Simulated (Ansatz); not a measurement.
# BH3NSi radical (SMILES B1N[SiH]1): one structure at several levels

An exercise on one series of results from a longer session: the logs are not shown, and one member is left open.

Computed with Ansatz 0.2.0, Gaussian basis. Level: single points in def2-TZVPP.

Correlated methods freeze the cores. Orbitals are unrestricted.

**The starting structure**

SMILES `B1N[SiH]1`, 6 atoms, charge 0, spin multiplicity 2.

Atoms are counted from 1 here; the program's logs count them from 0.

Bond lengths: B1–N2 1.457 Å, B1–Si3 2.004 Å, B1–H4 1.206 Å, N2–Si3 1.909 Å, N2–H5 1.053 Å, Si3–H6 1.542 Å. Angles: N2–B1–Si3 64.7°, N2–B1–H4 138.5°, Si3–B1–H4 156.7°, B1–N2–Si3 71.6°, B1–N2–H5 137.1°, Si3–N2–H5 151.3°, B1–Si3–N2 43.6°, B1–Si3–H6 128.0°, N2–Si3–H6 103.2°.

Coordinates:

```xyz
6
charge 0, multiplicity 2
B    -0.8895   -0.3108   -0.3549
N     0.4648    0.1868   -0.5593
Si   -0.0913    0.6614    1.2046
H    -1.7381   -0.9019   -0.9754
H     1.1756    0.1908   -1.3357
H     1.1050    0.2327    2.0778
```

Set-up of the first run:

run/in.yaml reads:

```yaml
crystal:
  periodic: [false, false, false]
  atoms:
    - {symbol: B, position_ang: [-0.889500, -0.310800, -0.354900]}
    - {symbol: N, position_ang: [0.464800, 0.186800, -0.559300]}
    - {symbol: Si, position_ang: [-0.091300, 0.661400, 1.204600]}
    - {symbol: H, position_ang: [-1.738100, -0.901900, -0.975400]}
    - {symbol: H, position_ang: [1.175600, 0.190800, -1.335700]}
    - {symbol: H, position_ang: [1.105000, 0.232700, 2.077800]}
basis:
  gaussian: {orbitals: def2-TZVPP}
magnetization: {spin_polarized: true, initial_magnetization: 1}
correlation: {method: ccsd_t}
scf: {omitted_lower_state_checks: [cluster_reference]}
output: {forces: true}
```

No record of the launch command was kept for these runs.

Steps of the session up to this table: CCSD(T)/def2-TZVPP; PBE0-D4/def2-TZVPP; wB97M-V/def2-TZVPP; r2SCAN-D4/def2-TZVPP; PBE-D4/def2-TZVPP; wB97X-V/def2-TZVPP; BHLYP-D4/def2-TZVPP.

One of the session's tables, all rows but one given; the rest of the session is left out.

```
   method  RMS force component (eV/Å)  angle to CCSD(T) forces (°)  dipole (D)
  CCSD(T)                       1.001                    reference        0.88
  PBE0-D4                       1.162                          6.5        0.85
  wB97M-V                       1.145                          4.3        0.75
r2SCAN-D4                           ?                            ?           ?
   PBE-D4                       0.982                         10.2        0.98
  wB97X-V                       1.137                          5.8        0.79
 BHLYP-D4                       1.286                          2.8        0.63
```

Estimate the missing values for r2SCAN-D4.

As computed: RMS force component (eV/Å): 1.104; angle to CCSD(T) forces (°): 6.0; dipole (D): 0.93. In the column «RMS force component (eV/Å)» it lies between CCSD(T) (1.001) and wB97X-V (1.137).
